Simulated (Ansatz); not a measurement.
Energy needed to pull apart CH5FSi (SMILES FC[SiH3]), closed shell, into free ground-state atoms, from the structure below (at a frame of a short PBE0-D4/def2-SVP trajectory); no zero-point or spin–orbit terms; open-shell atoms are treated unrestricted, in their ground-state multiplicity.

```
8
angstrom
F -0.7317 -0.5050 -1.6748
C -0.4484 0.4260 -0.6739
Si 0.4786 -0.3560 0.7044
H -1.3866 0.7873 -0.2077
H 0.1394 1.3565 -1.0885
H 0.6436 0.5796 1.8373
H 1.7439 -0.6052 0.0970
H -0.2100 -1.5406 1.0772
```

Ansatz 0.2.0; basis: def2-TZVPP; cores frozen in the correlated methods.

```tsv
method	atomization energy (eV)
PBE-D4	27.03
r2SCAN-D4	?
PBE0-D4	26.66
wB97M-V	26.95
HF	19.95
MP2	?
CCSD	25.95
CCSD(T)	26.24
```

Task: What does r2SCAN-D4 give? (An estimate is asked for; the value comes from the calculation.)

Result: Computed: 26.85 eV, which is about 0.62 eV more than CCSD(T)/def2-TZVPP.

Task: What does MP2 give? (Judge from chemistry; the value comes from the calculation.)

Result: The calculation gives: 26.36 eV, which is about 0.12 eV more than CCSD(T)/def2-TZVPP.

In triple zeta the MP2 and coupled-cluster atomization energies are still short of their basis limit by a few kcal/mol a bond, whereas those of the functionals are nearly converged, so these differences are not deviations from converged CCSD(T).

T1 diagnostic: at most 0.012.

For scale, one of the runs: CCSD(T)/def2-TZVPP forces, 174 basis functions, launched by `ansatz run in.yaml --threads 2 --pin off --events-out ev --progress --plain --max-ram 3481MiB`. Time: 2.1 min of wall clock on 2 CPU threads of an Arm Neoverse V2; the host was shared. Peak host memory: 2.8 GiB.
